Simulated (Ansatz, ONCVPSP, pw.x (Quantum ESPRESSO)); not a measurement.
# What a changed setting does to a pw.x run (fcc W)

Potential: optimised norm-conserving Vanderbilt (ONCV), ONCVPSP 4.0.1.1 (patched build), LDA (Perdew-Wang 92); core [Kr] 4d10 4f14 5s2, reference 5p6 5d4 6s2; waves: 6s: rc 2.70 bohr, ncon 4, nbas 7, qcut 2.1 1/bohr, 2 projectors, debl 0.9 Ha; 5p: rc 2.62 bohr, ncon 3, nbas 6, qcut 5.8 1/bohr, 3 projectors, debl 2.9 Ha; 5d: rc 1.70 bohr, ncon 3, nbas 7, qcut 6.2 1/bohr, 2 projectors, debl 1.9 Ha; local part: polynomial inside 1.65 bohr (lpopt 5, dvloc0 6 Ha); core correction: Teter function fitted to the true core (icmod 2), fcfact 0.75. In the p channel the program set the typed energies aside and used -1.594, 0.050, 2.950 Ha.

The reference run (k-mesh 14³, cutoffs 50/200 Ry, Fermi–Dirac 0.01 Ry, mixing_beta 0.4, conv_thr 1e-9, no spin) gives -1.75 GPa at 15.687 Å³/atom, where all-electron LAPW gives 0.24 GPa. This run, with its own iteration cap, changes smearing to gauss.

```
&control
  calculation='scf', prefix='x', pseudo_dir='./', outdir='./tmp', tstress=.true., disk_io='none'
/
&system
  ibrav=0, nat=1, ntyp=1, ecutwfc=50, ecutrho=200, nbnd=14,
  occupations='smearing', smearing='gauss', degauss=0.01
/
&electrons
  conv_thr=1e-09, mixing_beta=0.4, electron_maxstep=60
/
ATOMIC_SPECIES
W 1.0 W.UPF
CELL_PARAMETERS angstrom
  0.00000000 1.98687235 1.98687235
  1.98687235 0.00000000 1.98687235
  1.98687235 1.98687235 0.00000000
ATOMIC_POSITIONS crystal
W 0.0000 0.0000 0.0000
K_POINTS automatic
14 14 14 0 0 0
```

```bash
pw.x < W.scf.in > W.scf.out
```

Question: How does the run end?

Answer: It converges in 6 iterations; the free energy moves by +29.7 meV/atom and the pressure by -0.29 GPa. Gaussian smearing of the same width is narrower in effect than Fermi–Dirac, so its quadratic term in F is smaller.

```
Message from routine setup:
     using ibrav=0 with symmetry is DISCOURAGED, use correct ibrav instead
     lattice parameter (alat)  =       5.3099  a.u.
     unit-cell volume          =     105.8611 (a.u.)^3
     number of electrons       =        12.00
     number of Kohn-Sham states=           14
     kinetic-energy cutoff     =      50.0000  Ry
     charge density cutoff     =     200.0000  Ry
     scf convergence threshold =      1.0E-09
     Exchange-correlation= SLA  PW   NOGX NOGC
     number of k points=   104  Gaussian smearing, width (Ry)=  0.0100
     iteration #  1     ecut=    50.00 Ry     beta= 0.40
     total energy              =    -111.60444863 Ry
     estimated scf accuracy    <       0.03063641 Ry
     iteration #  2     ecut=    50.00 Ry     beta= 0.40
     total energy              =    -111.60411825 Ry
     estimated scf accuracy    <       0.00493201 Ry
     iteration #  3     ecut=    50.00 Ry     beta= 0.40
     total energy              =    -111.60461799 Ry
     estimated scf accuracy    <       0.00023931 Ry
     iteration #  4     ecut=    50.00 Ry     beta= 0.40
     total energy              =    -111.60463450 Ry
     estimated scf accuracy    <       0.00000360 Ry
     iteration #  5     ecut=    50.00 Ry     beta= 0.40
     total energy              =    -111.60463558 Ry
     estimated scf accuracy    <       0.00000014 Ry
     iteration #  6     ecut=    50.00 Ry     beta= 0.40
     the Fermi energy is    20.6090 ev
!    total energy              =    -111.60463560 Ry
     estimated scf accuracy    <          1.0E-09 Ry
     smearing contrib. (-TS)   =      -0.00080724 Ry
     The total energy is F=E-TS. E is the sum of the following terms:
     one-electron contribution =       1.65167151 Ry
     hartree contribution      =       8.55869485 Ry
     xc contribution           =     -33.89373726 Ry
     ewald contribution        =     -87.92045745 Ry
     convergence has been achieved in   6 iterations
          total   stress  (Ry/bohr**3)                   (kbar)     P=      -20.41
     Message from routine punch:
     Nothing written, as per user request (disk_io='none')
```

The run took about 15 s on one core of a shared host (Neoverse-N1, 64 threads, 124 GiB, load 57).
